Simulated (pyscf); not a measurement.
•O–Si(Cl)(Cl)–Cl (SMILES [O][Si](Cl)(Cl)Cl) + H₂ (SMILES [H][H]) → HO–Si(Cl)(Cl)–Cl (SMILES O[Si](Cl)(Cl)Cl) + H• (SMILES [H]) (hydrogen abstraction; doublet surface; H–H broken, H–O formed). PySCF, gas phase, ωB97X-D3(BJ)/def2-SVP geometries. Energies in kJ/mol from the separated reactants.

```
level                   barrier  reaction energy
----------------------  -------  ---------------
PBE/def2-TZVP                 ?                ?
r²SCAN/def2-TZVP              ?            -64.1
B3LYP-D3(BJ)/def2-TZVP      1.5            -59.5
PBE0-D3(BJ)/def2-TZVP       0.1            -81.4
ωB97M-D3(BJ)/def2-TZVP     10.5            -78.4
HF/def2-TZVP               69.3            -41.8
```

Question: What belongs in the gaps?

Answer: 
- PBE/def2-TZVP, barrier: -9.4
- PBE/def2-TZVP, reaction energy: -73.0
- r²SCAN/def2-TZVP, barrier: -1.6

At PBE, r²SCAN this geometry lies under the reactants; that is no barrier but a single point on another level's saddle; such a level's own saddle, if it has one, lies nearer that side and is low. One saddle was located; it need not be the lowest between these sides. The angle at the transferred H is 156°.
